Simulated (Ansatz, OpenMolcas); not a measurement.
SiH3Cl (chlorosilane): methods side by side

SiH3Cl has 5 atoms, charge 0, and is taken as a singlet. As SMILES, `[SiH3]Cl`. Geometry: relaxed at PBE0-D4/def2-TZVP.

Each level gives the HOMO–LUMO gap (eV). The values are calculated.

```csv
level,kind,program,value (eV),CPU time
revPBE/aug-cc-pVDZ,GGA,OpenMolcas,6.52,19 s
TPSS/aug-cc-pVDZ,meta-GGA,OpenMolcas,6.86,24 s
B3LYP/aug-cc-pVDZ,global hybrid,Ansatz,8.12,5 s
BHLYP/aug-cc-pVDZ,global hybrid,OpenMolcas,?,18 s
M06-2X/aug-cc-pVDZ,hybrid meta-GGA,OpenMolcas,10.25,27 s
r2SCAN0/aug-cc-pVDZ,hybrid meta-GGA,Ansatz,?,7.1 s
wB97M-V/aug-cc-pVDZ,range-separated hybrid,Ansatz,11.79,25 s
PBE-QIDH/aug-cc-pVDZ,double hybrid,Ansatz,11.84,5 s
```

(1) Estimate the missing values from the other rows.

Answers

(1) As computed at these levels: BHLYP/aug-cc-pVDZ: 10.43 eV; r2SCAN0/aug-cc-pVDZ: 9.14 eV. The values span 6.52 to 11.84 eV. Orbital gaps aren't excitation energies, and those of double hybrids come from the SCF part alone; they tend to grow with the share of exact exchange. CPU times are rough (shared hosts, several kinds of processor): they show what a rung costs within a factor of a few.
